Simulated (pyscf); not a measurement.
Optimised with ωB97X-D3(BJ)/def2-SVP in PySCF. MP2 and CC: frozen core, UHF for open shells. ΔMP2 is the change of the MP2 total energy from the triple- to the quadruple-zeta basis.

**Question.** Estimate by transition-state theory (the high-pressure limit) the rate constant of HO–Ga (SMILES [OH][Ga]) [singlet] + H₂O (SMILES O) → HO–GaH–OH (SMILES [OH][GaH][OH]) (singlet surface; H–O broken, Ga–O, Ga–H formed) at 1200 K, with CCSD(T)/def2-TZVPP + ΔMP2(QZVPP) energies (ideal gas, 1 atm, RRHO with modes under 100 cm⁻¹ raised to 100, one conformer, R ln 2 for chiral ones without a mode under 150 cm⁻¹; no tunnelling).

**Answer.** The electronic barrier is 41.5 kcal/mol and the thermal terms add +34.2, so ΔG‡ = 75.7 kcal/mol. With k_BT/h = 2.50e+13 s⁻¹ and RT = 2.385 kcal/mol, and a volume of 1.64e-19 cm³ per molecule at 1 atm, k = 6.7e-20 cm³ molecule⁻¹ s⁻¹. The product is born with the 58 kcal/mol of the reverse barrier and needs collisions to keep. Wigner's tunnelling factor for 1458i cm⁻¹ would be 1.13. A shift of 1 kcal/mol in the barrier changes k by a factor 1.5. On the reactant side the descent ends in a bound adduct, 11.1 kcal/mol under the separated species and 51.8 kcal/mol under the saddle at ωB97X-D3(BJ)/def2-TZVP. This is the saddle that the search found; another between the same sides may lie lower. The CCSD(T) − MP2 part came from Ansatz, without density fitting, on the same reference. The frozen core leaves the outer d or s,p core shells of the metals and heavy elements correlated in the MP2 and CC values, and def2-TZVPP describes them poorly, which can shift differences by a few kcal/mol. Elements up to Kr have no core potential and no relativistic terms here.
